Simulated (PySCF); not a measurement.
Computed XPS line lists of a few unrelated compounds.

Method used: delta-SCF UKS SCAN, pcX-2 on the ionised atom, pcseg-1 elsewhere, spin-free X2C (PySCF 2.14.0). Geometries: PBE0-D3(BJ)/def2-SVP; isolated species, one conformer each.

Line lists (1s up to Mg, 2p3/2 beyond; areas count atoms within a level, one atom standing for each set equivalent by bonding):
1. B 1s: 199.70 eV; F 1s: 694.10 eV; Cl 2p3/2: 207.05 eV
2. C 1s: 291.48 (area 1), 294.92 (area 1) eV; O 1s: 537.89 (area 1), 539.04 (area 1) eV; Si 2p3/2: 107.82 eV
3. C 1s: 292.12 (area 1), 295.36 (area 1) eV; O 1s: 539.00 eV; Cl 2p3/2: 206.27 eV
4. F 1s: 686.81 eV; Na 1s: 1079.51 eV

Structures:
A. `CC(=O)Cl` (C2H3ClO)
B. `FBCl` (BClFH)
C. `CC(=O)O[SiH3]` (C2H6O2Si)
D. `[F][Na]` (NaF)

Which list belongs to which compound?

- 1 = B: no other candidate has this set of levels. B 1s: 199.70 three-coordinate boron; F 1s: 694.10 boron-bound fluorine; Cl 2p3/2: 207.05 chlorine bonded to B.
- 2 = C: no other candidate has this set of levels. C 1s: 291.48 methyl carbon next to a carbonyl, 294.92 carbonyl carbon; O 1s: 537.89 carbonyl oxygen, 539.04 oxygen singly bound to a carbonyl carbon; Si 2p3/2: 107.82 oxygen-bound silicon.
- 3 = A: no other candidate has this set of levels. C 1s: 292.12 methyl carbon next to a carbonyl, 295.36 acyl halide carbon; O 1s: 539.00 carbonyl oxygen; Cl 2p3/2: 206.27 chlorine bonded to C.
- 4 = D: no other candidate has this set of levels. F 1s: 686.81 fluorine bonded to Na; Na 1s: 1079.51 sodium bonded to F.

For 2p shells one spin-free hole was relaxed; a mean-field spin–orbit operator and the ground-state splitting of the three 2p orbitals were then diagonalised within the shell. The shell's mean is (2 × 2p3/2 + 2p1/2)/3, and the degeneracies 2j + 1 give areas of 2:1.
